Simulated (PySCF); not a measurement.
Computed NMR parameters against published values

Geometry:
| atom | x (Å) | y (Å) | z (Å) |
| --- | --- | --- | --- |
| C1 | 1.702 | -0.088 | -0.030 |
| C2 | 0.498 | -0.026 | 0.082 |
| C3 | -0.947 | 0.049 | 0.217 |
| H4 | 2.770 | -0.143 | -0.129 |
| H5 | -1.414 | 0.395 | -0.718 |
| H6 | -1.373 | -0.936 | 0.462 |
| H7 | -1.234 | 0.749 | 1.017 |

What is known from experiment: δ ¹³C C2 80.4; C1 68.3; C3 3.7; δ ¹H H5/H6/H7 1.80 ppm (measured; solution, not stated per compound (mostly CDCl3 or CCl4); Pretsch, Buehlmann, Badertscher, Structure Determination of Organic Compounds, 4th ed. (2009)). Coupling constants: ¹J(C3,C2) 67.4 Hz, ¹J(C2,C1) 175.0 Hz, ²J(C3,C1) 11.8 Hz, ¹J(C3,H5) 131.6 Hz, ¹J(C1,H4) 248.1 Hz, ¹J(C3,H5) 132.0 Hz, ¹J(C1,H4) 248.0 Hz.

[PySCF: PBE0-D3(BJ)/def2-SVP geometry; σ from GIAO-WP04/pcSseg-2; J couplings at B3LYP/pcJ-1; non-relativistic Hamiltonian; equivalent nuclei averaged; isolated molecule; one computed conformer]

**Question.** How close does the calculation come?

**Answer.** 
Reference values: measured (solution, not stated per compound (mostly CDCl3 or CCl4); Pretsch, Buehlmann, Badertscher, Structure Determination of Organic Compounds, 4th ed. (2009)).
```tsv
atoms	quantity	reference	computed	computed, scaled
C2	δ ¹³C	80.4	77.4	71.2
C1	δ ¹³C	68.3	67.4	61.6
C3	δ ¹³C	3.7	6.6	3.7
H5/H6/H7	δ ¹H	1.80	1.85	1.95
```

Computed shifts are σ(ref) − σ with the named reference compound (TMS for H and C) calculated as an isolated molecule at the same level. The measured values may be among those fitted. Expected solution values come from regression of measured δ (H and C: mostly CDCl3, vs TMS) on computed σ: ¹³C: δ = 161.45 − 0.953σ (rms 2.5 ppm, 47 shifts, 2.8 ppm with the 1 outlier that the fit left out); ¹H: δ = 31.27 − 0.985σ (rms 0.17 ppm, 42 shifts). Occasional misses reach two or three times the rms, and more in compound classes unlike the fitted ones.

Coupling constants in Hz:
| coupling | reference | computed | source |
| --- | --- | --- | --- |
| ¹J(C3,C2) | 67.4 | 77.7 | measured; Jessen and Sauer, arXiv:2312.00705 |
| ¹J(C2,C1) | 175.0 | 213.5 | measured; Jessen and Sauer, arXiv:2312.00705 |
| ²J(C3,C1) | 11.8 | 13.4 | measured; Jessen and Sauer, arXiv:2312.00705 |
| ¹J(C3,H5) | 131.6 | 138.1 | measured; Jessen and Sauer, arXiv:2312.00705 |
| ¹J(C1,H4) | 248.1 | 272.7 | measured; Jessen and Sauer, arXiv:2312.00705 |
| ¹J(C3,H5) | 132.0 | 138.1 | measured; liquid or solution (compiled); San Fabian, Garcia de la Vega, Suardiaz et al., Magn. Reson. Chem. 2013, 51, 775 (SI) |
| ¹J(C1,H4) | 248.0 | 272.7 | measured; liquid or solution (compiled); San Fabian, Garcia de la Vega, Suardiaz et al., Magn. Reson. Chem. 2013, 51, 775 (SI) |

**Question.** How far are the unscaled ¹³C shifts from the references?

**Answer.** Mean signed difference -0.33 ppm, mean absolute 2.27 ppm over 3 comparisons; the largest is -3.0 ppm at C2 (alkyne carbon).

11 of the 18 published NMR values on file for this molecule are compared. The rest: other calculations.
